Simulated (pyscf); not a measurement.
`[NH2][InH2]` + `[FH]` -> `[NH2][InH][F]` + `[H][H]` (four-centre exchange; singlet surface; H–In, F–H broken, F–In, H–H formed). Structures and frequencies: ωB97X-D3(BJ)/def2-SVP in PySCF. Rate constants from transition-state theory, ωB97M-D3(BJ)/def2-TZVP energies (ideal gas, 1 atm, RRHO with modes under 100 cm⁻¹ raised to 100, one conformer, R ln 2 for chiral ones without a mode under 150 cm⁻¹; no tunnelling), k in cm³ molecule⁻¹ s⁻¹.

```json
[
 {"T (K)": "298", "1000/T": "3.354", "log10 k": "-18.36"},
 {"T (K)": "600", "1000/T": "1.667", "log10 k": "-15.35"},
 {"T (K)": "900", "1000/T": "1.111", "log10 k": "?"},
 {"T (K)": "1200", "1000/T": "0.833", "log10 k": "-13.57"}
]
```

Problem. Fit an Arrhenius line to the three values, give the activation energy, and predict k at 900 K.

Solution. Least squares gives log10 k = -12.08 − 1.88 × 1000/T, so Ea = 1.88 × ln 10 × 1.987 = 8.6 kcal/mol, against an electronic barrier of 7.9. At 900 K the line gives -14.17; the computed value is -14.22 (ΔG‡ = 35.3 kcal/mol), close to the line. On the reactant side the descent ends in a complex, 5.3 kcal/mol under the separated species and 11.5 kcal/mol under the saddle at ωB97X-D3(BJ)/def2-TZVP. At the saddle there is also a short H–In contact that neither side keeps. One saddle was located; it need not be the lowest between these sides. Elements past Kr carry the def2 core potentials, without spin-orbit coupling.
